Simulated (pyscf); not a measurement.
H₃Si–GaH–PH₂ -> H₂P–Ga [singlet] + SiH₄, a 1,1-elimination (singlet surface; Ga–Si, Ga–H broken, H–Si formed). PySCF, gas phase, ωB97X-D3(BJ)/def2-SVP geometries. Correlated levels are frozen-core, on RHF or UHF. ΔMP2 is the change of the MP2 total energy from the triple- to the quadruple-zeta basis. Energies in kcal/mol from the reactant's lowest minimum found.

AM1 to PM7: differences of heats of formation from MOPAC. 

### Question
Quick PM3 single points give ΔE‡ = 18.1 kcal/mol and ΔE = -4.1 kcal/mol. What does CCSD(T)/def2-TZVPP + ΔMP2(QZVPP) give, and how far is the quick result from it?

### Answer
CCSD(T)/def2-TZVPP + ΔMP2(QZVPP) gives ΔE‡ = 37.7 kcal/mol and ΔE = +16.8 kcal/mol. PM3 lies 19.6 kcal/mol under it in the barrier and 20.8 kcal/mol under it in the reaction energy, so on this step it does not hold to within 3.0 kcal/mol. CCSD(T)/def2-TZVPP + ΔMP2(QZVPP) has limits of its own. On the product side the descent ends in a complex (not fully relaxed), 4.8 kcal/mol under the separated species and 24.8 kcal/mol under the saddle at ωB97X-D3(BJ)/def2-TZVP. At ωB97X-D3(BJ) the barrier from the zero used here is 40.6 kcal/mol. One saddle was located; it need not be the lowest between these sides. The CCSD(T) − MP2 part came from Ansatz, without density fitting, on the same reference. The frozen core leaves the outer d or s,p core shells of the metals and heavy elements correlated in the MP2 and CC values, and def2-TZVPP describes them poorly, which can shift differences by a few kcal/mol. In the def2 sets elements up to Kr have no core potential.
